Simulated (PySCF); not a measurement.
These are r2SCAN-D4/def2-TZVP (PySCF) values and carry that method's errors. Gas-phase values, no solvent. One relaxed conformer stands for a flexible species; it need not be the lowest. 

Reference species (SMILES): `Cl[Si](Cl)(Cl)Cl` (neutral, multiplicity 1).

- HOMO: -8.50 eV
- HOMO–LUMO gap: 7.23 eV
- LUMO: -1.26 eV
- S1 oscillator strength: 0.000

Changed species: `[Si](S)(S)(Cl)S` (3 of 4 Cl replaced by SH; the reference has 0 of 4 Cl replaced by SH).

Question: What does the change do to the HOMO, HOMO–LUMO gap, LUMO and S1 oscillator strength?

Answer: the HOMO goes up by 1.87 eV, to -6.63 eV; the HOMO–LUMO gap decreases by 2.09 eV, to 5.14 eV; the LUMO decreases by 0.23 eV, to -1.49 eV; the S1 oscillator strength is nearly the same.
